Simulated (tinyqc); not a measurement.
RKS/PBE in the sto-3g basis, for HF, spin multiplicity 1, step by step (part 1 of 2). Computed by tinyqc, a small Python program that keeps every step (integrals from PySCF). Settings: charge = 0, multiplicity = 1, basis = sto-3g, energy threshold = 1e-10, iteration cap = 85, orthogonalisation = canonical, start = random, DIIS depth = 3, method = RKS, functional = pbe,pbe, grid = [15, 86]. Command: `OMP_NUM_THREADS=1 python tinyqc.py 31851 31852 out.jsonl` (the two numbers bound the seeds that draw the settings). One thread of a shared host (Intel(R) Xeon(R) Processor @ 2.60GHz), about 0.6 s of CPU time with the checks. Later iterations appear only in the table of the cycle.

## One-electron integrals

Geometry (angstrom):
```
atom         x         y         z
F     0.000000  0.000000  0.000000
H     0.000000  0.000000  1.328000
```

Basis sto-3g: exponents (1/bohr^2) and contraction coefficients of normalised primitives:
```
element  l (shell)    exponent  coefficient
F            s (1)  166.679130     0.154329
F            s (1)   30.360812     0.535328
F            s (1)    8.216821     0.444635
F            s (2)    6.464803    -0.099967
F            s (2)    1.502281     0.399513
F            s (2)    0.488588     0.700115
F            p (3)    6.464803     0.155916
F            p (3)    1.502281     0.607684
F            p (3)    0.488588     0.391957
H            s (1)    3.425251     0.154329
H            s (1)    0.623914     0.535328
H            s (1)    0.168855     0.444635
```

Overlap, kinetic and nuclear-attraction integrals over the contracted functions; the nuclear repulsion is the sum of Za Zb / Rab.

nuclear repulsion = 3.58629134 hartree

overlap S:
```
           1F 1s     1F 2s    1F 2px    1F 2py    1F 2pz     2H 1s
1F 1s   1.000000  0.237990  0.000000  0.000000  0.000000  0.018728
1F 2s   0.237990  1.000000  0.000000  0.000000  0.000000  0.225465
1F 2px  0.000000  0.000000  1.000000  0.000000  0.000000  0.000000
1F 2py  0.000000  0.000000  0.000000  1.000000  0.000000  0.000000
1F 2pz  0.000000  0.000000  0.000000  0.000000  1.000000  0.202650
2H 1s   0.018728  0.225465  0.000000  0.000000  0.202650  1.000000
```

kinetic energy T (hartree):
```
            1F 1s      1F 2s    1F 2px    1F 2py    1F 2pz      2H 1s
1F 1s   36.984577  -0.212858  0.000000  0.000000  0.000000  -0.006138
1F 2s   -0.212858   1.037995  0.000000  0.000000  0.000000   0.000905
1F 2px   0.000000   0.000000  3.248015  0.000000  0.000000   0.000000
1F 2py   0.000000   0.000000  0.000000  3.248015  0.000000   0.000000
1F 2pz   0.000000   0.000000  0.000000  0.000000  3.248015   0.056229
2H 1s   -0.006138   0.000905  0.000000  0.000000  0.056229   0.760032
```

nuclear attraction V (hartree):
```
             1F 1s       1F 2s      1F 2px      1F 2py      1F 2pz      2H 1s
1F 1s   -77.408056   -9.271642    0.000000    0.000000   -0.007179  -0.746875
1F 2s    -9.271642  -11.939585    0.000000    0.000000   -0.089630  -1.874911
1F 2px    0.000000    0.000000  -11.832651    0.000000    0.000000   0.000000
1F 2py    0.000000    0.000000    0.000000  -11.832651    0.000000   0.000000
1F 2pz   -0.007179   -0.089630    0.000000    0.000000  -11.876093  -1.430019
2H 1s    -0.746875   -1.874911    0.000000    0.000000   -1.430019  -4.783066
```

core Hamiltonian H = T + V (hartree):
```
             1F 1s       1F 2s     1F 2px     1F 2py     1F 2pz      2H 1s
1F 1s   -40.423480   -9.484500   0.000000   0.000000  -0.007179  -0.753013
1F 2s    -9.484500  -10.901589   0.000000   0.000000  -0.089630  -1.874006
1F 2px    0.000000    0.000000  -8.584636   0.000000   0.000000   0.000000
1F 2py    0.000000    0.000000   0.000000  -8.584636   0.000000   0.000000
1F 2pz   -0.007179   -0.089630   0.000000   0.000000  -8.628079  -1.373789
2H 1s    -0.753013   -1.874006   0.000000   0.000000  -1.373789  -4.023034
```

## Two-electron integrals

Functions are numbered as in S; the eight-fold symmetry (ij|kl) = (ji|kl) = (kl|ij) leaves the list below.

Two-electron integrals (ij|kl) in chemists' order, unique and non-zero (hartree):
```
(11|11) 5.403501   (21|11) 0.841920   (21|21) 0.156299   (22|11) 1.268028
(22|21) 0.292344   (22|22) 0.926167   (31|31) 0.027998   (32|31) 0.043169
(32|32) 0.204588   (33|11) 1.264502   (33|21) 0.292403   (33|22) 0.925959
(33|33) 0.997514   (41|41) 0.027998   (42|41) 0.043169   (42|42) 0.204588
(43|43) 0.053770   (44|11) 1.264502   (44|21) 0.292403   (44|22) 0.925959
(44|33) 0.889973   (44|44) 0.997514   (51|51) 0.027998   (52|51) 0.043169
(52|52) 0.204588   (53|53) 0.053770   (54|54) 0.053770   (55|11) 1.264502
(55|21) 0.292403   (55|22) 0.925959   (55|33) 0.889973   (55|44) 0.889973
(55|55) 0.997514   (61|11) 0.067018   (61|21) 0.012347   (61|22) 0.022986
(61|33) 0.022954   (61|44) 0.022954   (61|51) 0.000476   (61|52) 0.000902
(61|55) 0.023055   (61|61) 0.000984   (62|11) 0.191488   (62|21) 0.044835
(62|22) 0.161250   (62|33) 0.158832   (62|44) 0.158832   (62|51) 0.003003
(62|52) 0.024816   (62|55) 0.165924   (62|61) 0.003596   (62|62) 0.036380
(63|31) 0.004424   (63|32) 0.027260   (63|53) 0.005046   (63|63) 0.005109
(64|41) 0.004424   (64|42) 0.027260   (64|54) 0.005046   (64|64) 0.005109
(65|11) 0.139517   (65|21) 0.033058   (65|22) 0.127446   (65|33) 0.122267
(65|44) 0.122267   (65|51) 0.006327   (65|52) 0.045464   (65|55) 0.137658
(65|61) 0.002744   (65|62) 0.035447   (65|65) 0.039479   (66|11) 0.395062
(66|21) 0.093960   (66|22) 0.390784   (66|33) 0.379674   (66|44) 0.379674
(66|51) 0.006761   (66|52) 0.080299   (66|55) 0.412725   (66|61) 0.007555
(66|62) 0.120602   (66|65) 0.137817   (66|66) 0.774606
```

## Orthogonalisation

S = U s U^T; canonical form X = U s^(-1/2), so that X^T S X = 1. Each column of U has its largest component positive (the first on a tie).

eigenvalues of S: 0.647133  0.857454  1.000000  1.000000  1.124761  1.370653

X:
```
                1          2         3          4          5         6
1F 1s   -0.494648   0.642223  0.000000   0.000000  -0.519342  0.367027
1F 2s    0.789571  -0.348666  0.000000   0.000000  -0.302232  0.533135
1F 2px   0.000000   0.000000  0.337466   0.941338   0.000000  0.000000
1F 2py   0.000000   0.000000  0.941338  -0.337466   0.000000  0.000000
1F 2pz   0.409819   0.650349  0.000000   0.000000   0.618784  0.267372
2H 1s   -0.713602  -0.457461  0.000000   0.000000   0.380952  0.489030
```

Within a degenerate level the vectors are fixed only up to a rotation; this is one choice.

## Starting guess

The start is random orthonormal orbitals; D = 2 C_occ C_occ^T.

D at the start:
```
            1F 1s      1F 2s     1F 2px     1F 2py     1F 2pz      2H 1s
1F 1s    2.034763  -0.346691  -0.063073   0.269060  -0.074430  -0.201710
1F 2s   -0.346691   1.886501   0.126372  -0.539085   0.220681   0.051059
1F 2px  -0.063073   0.126372   1.954967   0.192102  -0.041325  -0.202323
1F 2py   0.269060  -0.539085   0.192102   1.180523   0.176288   0.863079
1F 2pz  -0.074430   0.220681  -0.041325   0.176288   2.052652  -0.632623
2H 1s   -0.201710   0.051059  -0.202323   0.863079  -0.632623   1.296546
```

## Iteration 1: exchange-correlation on the grid

Becke grid with 15 radial and 86 angular points per atom, points of zero weight dropped. rho = sum D_ij phi_i phi_j; V_xc,ij = sum w v_xc phi_i phi_j plus the gradient terms; v_xc is d(rho eps)/d rho at fixed gradient.

The 12 grid points with the largest w rho, of 2571 (bohr, atomic units):
```
x                  y          z         w       rho  |grad rho|^2     eps_xc       v_xc
0.834598    0.000000   0.336819  0.043334  0.781624      4.543468  -0.758872  -0.960256
-0.624919  -0.170157   0.624919  0.043154  0.784314      4.645233  -0.759890  -0.960867
-0.519615  -0.519615  -0.519615  0.043885  0.770647      4.324489  -0.755314  -0.956409
0.624919    0.170157   0.624919  0.043154  0.781811      4.589329  -0.759068  -0.960028
-0.624919  -0.624919  -0.170157  0.043637  0.766741      4.338566  -0.754341  -0.954370
0.624919   -0.170157  -0.624919  0.043637  0.766372      4.264878  -0.753998  -0.954726
-0.170157  -0.624919  -0.624919  0.043637  0.766169      4.302753  -0.754072  -0.954348
-0.519615  -0.519615   0.519615  0.043639  0.764414      4.571229  -0.754530  -0.951501
-0.834598  -0.336819   0.000000  0.043398  0.768489      4.312984  -0.754712  -0.955425
0.000000   -0.336819  -0.834598  0.043402  0.766760      4.263888  -0.754097  -0.954926
0.624919   -0.170157   0.624919  0.043154  0.771126      4.703559  -0.756706  -0.953912
-0.624919  -0.624919   0.170157  0.043619  0.762491      4.378731  -0.753370  -0.951953
```

electrons on the grid, sum of w rho = 10.007736

E_xc = sum of w rho eps_xc = -10.60513027 hartree

V_xc (hartree):
```
            1F 1s      1F 2s     1F 2px     1F 2py     1F 2pz      2H 1s
1F 1s   -3.468389  -0.480509  -0.000181   0.000771  -0.000693  -0.038632
1F 2s   -0.480509  -0.907225  -0.008257   0.035224  -0.013471  -0.145169
1F 2px  -0.000181  -0.008257  -0.914890  -0.011345   0.003390  -0.000433
1F 2py   0.000771   0.035224  -0.011345  -0.869141  -0.014459   0.001851
1F 2pz  -0.000693  -0.013471   0.003390  -0.014459  -0.918379  -0.116375
2H 1s   -0.038632  -0.145169  -0.000433   0.001851  -0.116375  -0.465726
```

## Iteration 1: building the Kohn-Sham matrix

J_ij = sum D_kl (ij|kl); F = H + J + V_xc; E = tr D H + tr D J / 2 + E_xc + E_nn.

Coulomb J (hartree):
```
            1F 1s      1F 2s     1F 2px     1F 2py     1F 2pz      2H 1s
1F 1s   19.691836   3.752863   0.005589  -0.023840   0.015761   0.297083
1F 2s    3.752863   9.281265   0.035232  -0.150295   0.132629   1.625630
1F 2px   0.005589   0.035232   9.289108   0.020659  -0.006486   0.003847
1F 2py  -0.023840  -0.150295   0.020659   9.205824   0.027669  -0.016412
1F 2pz   0.015761   0.132629  -0.006486   0.027669   9.323677   1.317695
2H 1s    0.297083   1.625630   0.003847  -0.016412   1.317695   4.387208
```

Kohn-Sham matrix F (hartree):
```
             1F 1s      1F 2s     1F 2px     1F 2py     1F 2pz      2H 1s
1F 1s   -24.200033  -6.212146   0.005408  -0.023069   0.007889  -0.494562
1F 2s    -6.212146  -2.527549   0.026975  -0.115070   0.029527  -0.393545
1F 2px    0.005408   0.026975  -0.210418   0.009314  -0.003096   0.003414
1F 2py   -0.023069  -0.115070   0.009314  -0.247953   0.013210  -0.014560
1F 2pz    0.007889   0.029527  -0.003096   0.013210  -0.222781  -0.172470
2H 1s    -0.494562  -0.393545   0.003414  -0.014560  -0.172470  -0.101552
```

total energy of this density = -97.58686821 hartree

## Iteration 1: diagonalisation and new density

Diagonalise F' = X^T F X, C = X C', fill 5 alpha and 5 beta electrons from the bottom; D = 2 C_occ C_occ^T. Each column has its largest component positive (the first on a tie).

F' = X^T F X (hartree):
```
           1          2          3          4          5          6
1  -2.522500   4.351415  -0.054873   0.035520  -4.261324   3.436650
2   4.351415  -7.361120   0.034970  -0.022637   7.567867  -6.514704
3  -0.054873   0.034970  -0.237761   0.019116   0.042582  -0.063290
4   0.035520  -0.022637   0.019116  -0.220610  -0.027564   0.040970
5  -4.261324   7.567867   0.042582  -0.027564  -8.619292   7.346405
6   3.436650  -6.514704  -0.063290   0.040970   7.346405  -6.867575
```

orbital energies (hartree): MO1 -24.209602, MO2 -1.009743, MO3 -0.286662, MO4 -0.228530, MO5 -0.208234, MO6 0.113914

coefficients C:
```
              MO1        MO2        MO3        MO4        MO5        MO6
1F 1s    0.994770  -0.259779   0.003663   0.039237   0.000005   0.054288
1F 2s    0.021334   1.004065  -0.044256  -0.162300  -0.000019  -0.289247
1F 2px  -0.000248  -0.034200   0.062260  -0.216922   0.973578  -0.006611
1F 2py   0.001058   0.145886  -0.265588   0.924791   0.228353   0.028205
1F 2pz   0.000203  -0.039745   0.799285   0.253604   0.000033  -0.583555
2H 1s   -0.002823   0.051214   0.402874   0.078183   0.000009   0.965258
```

D after iteration 1:
```
            1F 1s      1F 2s     1F 2px     1F 2py     1F 2pz      2H 1s
1F 1s    2.117209  -0.492285   0.000718  -0.003062   0.046811  -0.023138
1F 2s   -0.492285   2.073805  -0.003824   0.016317  -0.232872   0.041686
1F 2px   0.000718  -0.003824   1.999913   0.000373  -0.007715   0.012762
1F 2py  -0.003062   0.016317   0.000373   1.998409   0.032919  -0.054451
1F 2pz   0.046811  -0.232872  -0.007715   0.032919   1.409504   0.679606
2H 1s   -0.023138   0.041686   0.012762  -0.054451   0.679606   0.342102
```

## Iteration 2: exchange-correlation on the grid

As before.

The 12 grid points with the largest w rho, of 2571 (bohr, atomic units):
```
x                  y          z         w       rho  |grad rho|^2     eps_xc       v_xc
0.624919    0.624919  -0.170157  0.043637  0.772510      4.367655  -0.755941  -0.957018
-0.624919   0.624919  -0.170157  0.043637  0.772456      4.369965  -0.755935  -0.956975
-0.624919  -0.624919  -0.170157  0.043637  0.772018      4.353372  -0.755766  -0.956878
0.624919   -0.624919  -0.170157  0.043637  0.771663      4.346949  -0.755653  -0.956749
-0.336819   0.834598   0.000000  0.043398  0.770655      4.332492  -0.755342  -0.956355
0.336819    0.834598   0.000000  0.043398  0.770148      4.325483  -0.755187  -0.956155
-0.834598   0.336819   0.000000  0.043398  0.769384      4.315106  -0.754953  -0.955852
0.000000   -0.834598  -0.336819  0.043402  0.768945      4.335033  -0.754905  -0.955490
0.834598    0.336819   0.000000  0.043398  0.767909      4.295608  -0.754503  -0.955264
0.834598    0.000000  -0.336819  0.043402  0.767329      4.323697  -0.754445  -0.954772
-0.834598  -0.336819   0.000000  0.043398  0.766739      4.280499  -0.754147  -0.954794
-0.834598   0.000000  -0.336819  0.043402  0.766115      4.314451  -0.754097  -0.954236
```

electrons on the grid, sum of w rho = 10.007668

E_xc = sum of w rho eps_xc = -10.99719443 hartree

V_xc (hartree):
```
            1F 1s      1F 2s     1F 2px     1F 2py     1F 2pz      2H 1s
1F 1s   -3.498002  -0.485044   0.000025  -0.000107   0.001556  -0.038876
1F 2s   -0.485044  -0.931835   0.000171  -0.000729   0.006578  -0.145219
1F 2px   0.000025   0.000171  -0.932091  -0.000019   0.000344   0.000027
1F 2py  -0.000107  -0.000729  -0.000019  -0.932013  -0.001468  -0.000117
1F 2pz   0.001556   0.006578   0.000344  -0.001468  -0.911445  -0.110475
2H 1s   -0.038876  -0.145219   0.000027  -0.000117  -0.110475  -0.366276
```

## Iteration 2: building the Kohn-Sham matrix

As before.

Coulomb J (hartree):
```
            1F 1s      1F 2s     1F 2px    1F 2py     1F 2pz      2H 1s
1F 1s   20.416913   3.896406  -0.000177  0.000755  -0.006344   0.307868
1F 2s    3.896406   9.644257  -0.000807  0.003443   0.000049   1.645636
1F 2px  -0.000177  -0.000807   9.645728  0.000040  -0.000701  -0.000150
1F 2py   0.000755   0.003443   0.000040  9.645566   0.002991   0.000638
1F 2pz  -0.006344   0.000049  -0.000701  0.002991   9.615048   1.293084
2H 1s    0.307868   1.645636  -0.000150  0.000638   1.293084   4.079381
```

Kohn-Sham matrix F (hartree):
```
             1F 1s      1F 2s     1F 2px    1F 2py     1F 2pz      2H 1s
1F 1s   -23.504568  -6.073138  -0.000152  0.000648  -0.011967  -0.484022
1F 2s    -6.073138  -2.189167  -0.000636  0.002714  -0.083003  -0.373589
1F 2px   -0.000152  -0.000636   0.129000  0.000021  -0.000357  -0.000122
1F 2py    0.000648   0.002714   0.000021  0.128916   0.001522   0.000521
1F 2pz   -0.011967  -0.083003  -0.000357  0.001522   0.075524  -0.191180
2H 1s    -0.484022  -0.373589  -0.000122  0.000521  -0.191180  -0.309928
```

total energy of this density = -98.68207704 hartree

## Iteration 2: DIIS over 2 matrices

error matrix X^T (FDS - SDF) X:
```
           1          2          3          4          5          6
1   0.000000   0.075654  -0.002063   0.001335   0.272211   0.171472
2  -0.075654   0.000000   0.000819  -0.000530   0.216242   0.156218
3   0.002063  -0.000819   0.000000   0.000000  -0.008846  -0.006118
4  -0.001335   0.000530   0.000000   0.000000   0.005725   0.003960
5  -0.272211  -0.216242   0.008846  -0.005725   0.000000   0.071969
6  -0.171472  -0.156218   0.006118  -0.003960  -0.071969   0.000000
```

B (overlaps of the stored error matrices):
```
                1               2
1   6.0512070e+01  -5.9958464e-02
2  -5.9958464e-02   3.7148025e-01
```

Minimise |sum c_i e_i|^2 with sum c_i = 1: solve [B -1; -1 0][c; lambda] = [0; -1] with B_ij = tr e_i^T e_j, and take F = sum c_i F_i.

DIIS coefficients: 0.007072  0.992928

extrapolated F (hartree):
```
             1F 1s      1F 2s     1F 2px    1F 2py     1F 2pz      2H 1s
1F 1s   -23.509487  -6.074121  -0.000113  0.000480  -0.011826  -0.484096
1F 2s    -6.074121  -2.191560  -0.000441  0.001881  -0.082207  -0.373730
1F 2px   -0.000113  -0.000441   0.126599  0.000086  -0.000376  -0.000097
1F 2py    0.000480   0.001881   0.000086  0.126251   0.001605   0.000415
1F 2pz   -0.011826  -0.082207  -0.000376  0.001605   0.073414  -0.191048
2H 1s    -0.484096  -0.373730  -0.000097  0.000415  -0.191048  -0.308455
```

## Iteration 2: diagonalisation and new density

As before.

F' = X^T F X (hartree):
```
           1          2         3          4          5          6
1  -2.375897   4.111939  0.001388  -0.000898  -4.081790   3.507276
2   4.111939  -6.969864  0.000437  -0.000283   7.577113  -6.333736
3   0.001388   0.000437  0.126346   0.000177   0.000287   0.001562
4  -0.000898  -0.000283  0.000177   0.126505  -0.000186  -0.001011
5  -4.081790   7.577113  0.000287  -0.000186  -8.238635   7.080388
6   3.507276  -6.333736  0.001562  -0.001011   7.080388  -6.679837
```

orbital energies (hartree): MO1 -23.520367, MO2 -0.694958, MO3 -0.235390, MO4 0.126195, MO5 0.126620, MO6 0.186517

coefficients C:
```
              MO1        MO2        MO3        MO4        MO5        MO6
1F 1s    0.994356  -0.246675   0.108566  -0.000245   0.000000  -0.013111
1F 2s    0.022971   0.933258  -0.490919  -0.000015   0.000000   0.089814
1F 2px   0.000005   0.000547  -0.000032  -0.228206   0.973595  -0.005892
1F 2py  -0.000022  -0.002332   0.000135   0.973267   0.228283   0.025138
1F 2pz   0.001208   0.111605   0.284037  -0.024966  -0.000002   0.975464
2H 1s   -0.003248   0.237920   0.884467   0.013710   0.000001  -0.513505
```

D after iteration 2:
```
            1F 1s      1F 2s     1F 2px     1F 2py     1F 2pz      2H 1s
1F 1s    2.122760  -0.521335  -0.000154   0.000659   0.009028   0.068201
1F 2s   -0.521335   2.225000   0.001058  -0.004515  -0.070509  -0.424470
1F 2px  -0.000154   0.001058   1.999931   0.000296   0.011494  -0.006051
1F 2py   0.000659  -0.004515   0.000296   1.998736  -0.049042   0.025817
1F 2pz   0.009028  -0.070509   0.011494  -0.049042   0.187515   0.554856
2H 1s    0.068201  -0.424470  -0.006051   0.025817   0.554856   1.678172
```
